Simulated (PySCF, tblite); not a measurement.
Species: 4-chloro-3-methylbut-1-yne, C₅H₇Cl.
SMILES with atom numbers: `[CH:1]#[C:2][C@@H:3]([CH3:4])[CH2:5][Cl:6]` (hydrogens: H7 on C1; H8 on C3; H9, H10, H11 on C4; H12, H13 on C5)

Computed with GFN2-xTB (tblite), gas phase: Langevin dynamics at 400 K from the optimised GFN2-xTB geometry, time step 0.5 fs, friction 0.01 fs⁻¹, 2000 steps. Over the second half of the run the saved frames average 355 K.

Frame at 250 fs, instantaneous temperature 316 K:
```
atom  x, y, z in Å
C1      1.837   -1.160    0.812
C2      0.759   -0.774    0.421
C3     -0.538   -0.190   -0.049
C4     -1.562   -0.672    0.969
C5     -0.404    1.228   -0.389
Cl6    -1.849    2.014   -1.250
H7      2.896   -1.376    0.759
H8     -0.704   -0.747   -0.998
H9     -1.876   -1.701    0.819
H10    -1.315   -0.740    1.990
H11    -2.527   -0.206    0.904
H12    -0.302    1.928    0.459
H13     0.481    1.387   -0.994
```

Frame at 425 fs, instantaneous temperature 306 K:
```
atom  x, y, z in Å
C1      1.508   -1.494    0.805
C2      0.405   -1.029    0.730
C3     -0.867   -0.382    0.378
C4     -1.714   -0.579    1.651
C5     -0.629    0.985   -0.064
Cl6    -2.098    1.921   -0.605
H7      2.380   -1.664    1.430
H8     -1.337   -0.932   -0.494
H9     -1.849   -1.635    1.968
H10    -1.108   -0.104    2.472
H11    -2.575   -0.039    1.442
H12    -0.229    1.599    0.798
H13    -0.054    0.984   -0.991
```

Frame at 625 fs, instantaneous temperature 314 K:
```
atom  x, y, z in Å
C1      1.417   -1.668    0.601
C2      0.397   -1.058    0.426
C3     -0.876   -0.290    0.475
C4     -1.289   -0.184    1.852
C5     -0.641    1.047   -0.238
Cl6    -2.192    1.820   -0.682
H7      2.351   -2.161    0.773
H8     -1.711   -0.752    0.003
H9     -0.979   -1.111    2.404
H10    -0.917    0.582    2.483
H11    -2.394   -0.104    1.917
H12    -0.054    1.647    0.420
H13    -0.141    0.870   -1.196
```

Frame at 800 fs, instantaneous temperature 376 K:
```
atom  x, y, z in Å
C1      1.133   -1.516    0.316
C2      0.065   -1.027    0.542
C3     -1.085   -0.192    0.321
C4     -1.445    0.379    1.703
C5     -0.724    0.925   -0.676
Cl6    -2.112    2.093   -0.987
H7      2.074   -2.056    0.331
H8     -1.957   -0.780   -0.195
H9     -1.456   -0.423    2.491
H10    -0.603    1.053    1.808
H11    -2.389    0.930    1.693
H12     0.104    1.456   -0.207
H13    -0.590    0.599   -1.725
```

Frame at 1000 fs, instantaneous temperature 375 K:
```
atom  x, y, z in Å
C1      1.093   -1.790    0.613
C2      0.218   -0.999    0.493
C3     -1.093   -0.433    0.357
C4     -1.662    0.080    1.644
C5     -0.993    0.814   -0.537
Cl6    -2.619    1.472   -1.000
H7      2.001   -2.370    0.635
H8     -1.819   -1.100   -0.109
H9     -1.652   -0.676    2.459
H10    -0.960    0.805    2.130
H11    -2.682    0.482    1.524
H12    -0.456    1.694   -0.116
H13    -0.612    0.514   -1.482
```

Question: What do single points at PBE0/pcSseg-1 (PySCF, gas phase) give on these frames?

Answer: 
```tsv
t (fs)	GFN2-xTB E above start (eV)	DFT E above lowest frame (eV)	HOMO (eV)	LUMO (eV)	dipole (D)
250	0.76	0.25	-8.07	-0.20	1.49
425	0.68	0.30	-8.14	-0.01	1.57
625	0.51	0.07	-8.10	0.29	1.74
800	0.58	0.17	-8.14	-0.07	1.82
1000	0.42	0.00	-8.11	-0.03	1.88
```

The two levels order the frames alike by energy but for pairs within 0.08 eV at one level; measured from each level's lowest frame they differ by 0.09 eV at most. The HOMO–LUMO gap runs from 7.87 to 8.39 eV. These are instantaneous structures, not minima.

Question: And the isotropic GIAO shieldings (ppm) from the same runs?

Answer: 
```tsv
atom	250 fs	425 fs	625 fs	800 fs	1000 fs	mean	range
C1	107.2	106.1	107.0	100.2	102.8	104.7	7.0
C2	84.4	79.8	92.9	95.9	99.8	90.6	20.0
C3	159.9	155.4	155.6	150.6	157.4	155.8	9.3
C4	178.2	163.0	167.2	160.3	162.8	166.3	17.9
C5	130.8	129.3	131.0	119.3	127.3	127.5	11.7
Cl6	819.3	842.7	857.5	821.1	846.4	837.4	38.2
H7	28.4	28.1	29.3	29.0	29.2	28.8	1.2
H8	28.3	28.3	29.6	27.4	29.1	28.5	2.2
H9	30.6	29.4	29.2	29.2	29.7	29.6	1.4
H10	31.6	29.9	31.2	30.8	30.1	30.7	1.7
H11	31.0	30.8	29.5	29.6	29.1	30.0	1.9
H12	27.4	27.2	29.1	28.4	27.8	28.0	1.9
H13	28.1	27.1	27.6	26.4	28.2	27.5	1.8
```

The cost below is that of the whole dynamics run. The run took 33 s on one thread, Intel Xeon at 2.50 GHz (x86_64), shared host, and the process peaked at 0.18 GiB of memory.
